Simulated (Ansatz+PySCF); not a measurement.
# singlet C4H4S: levels of theory in one basis

```xyz
9

S     0.0000    0.0000    1.1893
C     0.0000    1.2350   -0.0031
C     0.0000   -1.2350   -0.0031
C     0.0000    0.7120   -1.2695
C     0.0000   -0.7120   -1.2695
H     0.0000    2.2833    0.2931
H     0.0000   -2.2833    0.2931
H     0.0000    1.3256   -2.1717
H     0.0000   -1.3256   -2.1717
```

Basis set: def2-SVP (spherical functions). Left uncorrelated: 9 orbitals. Charge 0, multiplicity 1.

Computed with Ansatz (development build ahead of 0.2.0); each method stands on the lowest determinant of its kind that the runs found. NEVPT2 correlates all electrons. Active spaces start from the frontier orbitals, and the lowest solution found is given.

```tsv
method	E − E(RHF) (eV)	<S²> of the determinant
RHF	0.00	0.00
UHF	-0.01	0.15
RHF-MP2	-17.92	–
UHF-MP2	-17.64	0.15
CASSCF(6,5)	-1.23	–
CASSCF(2,2)	-0.57	–
SC-NEVPT2(6,5)	-18.20	–
```

Question: What does SC-NEVPT2(2,2) give on the same scale?

Answer: -18.38 eV. NEVPT2 here correlates all electrons, so it doesn't share the others' frozen core.

Question: Is a single determinant a sound starting point here?

Answer: Only with care. Unrestricted orbitals gain 0.01 eV and <S²> is 0.15 against 0.00 for a pure state, so spin symmetry breaks but gains little energy; restricted orbitals can still serve. The CASSCF(6,5) natural occupations are 1.99, 1.98, 1.94, 0.07, 0.03. The CASSCF(2,2) natural occupations are 1.93, 0.07.

Caution for UHF, UHF-MP2: the unrestricted determinant is spin contaminated; the determinant breaks the point group. Caution for UHF-MP2: another reference gives a lower total. Caution for CASSCF(2,2): other starts end on other solutions of this active space.
